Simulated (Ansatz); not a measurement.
A displaced shape of singlet CF₂:

```xyz
3

C     0.0013    0.0215   -0.6362
F     0.0176    0.9786    0.1847
F     0.0028   -1.0591    0.1617
```

It was optimised with HF/def2-SVP in Ansatz (development build ahead of 0.2.0) to forces under 0.001 eV/Å, with restricted orbitals. Each step stands on the lowest determinant of that kind that the program's search found.

(1) What shape does it relax to, and how does the optimisation go?

## Answers

(1)

```xyz
3

C     0.0014   -0.0084   -0.6107
F     0.0176    0.9839    0.1825
F     0.0027   -1.0345    0.1384
```

Bond lengths: C1–F2 1.270 Å, C1–F3 1.270 Å. Angles: F2–C1–F3 105.2°.

```json
{"step": "1", "E − E(start) (eV)": "0.0000", "largest force (eV/Å)": "2.1642"}
{"step": "2", "E − E(start) (eV)": "-0.0856", "largest force (eV/Å)": "1.3800"}
{"step": "3", "E − E(start) (eV)": "-0.1132", "largest force (eV/Å)": "0.4372"}
{"step": "4", "E − E(start) (eV)": "-0.1153", "largest force (eV/Å)": "0.0281"}
{"step": "5", "E − E(start) (eV)": "-0.1153", "largest force (eV/Å)": "0.0006"}
```

The optimisation ended after 5 steps with its threshold met.
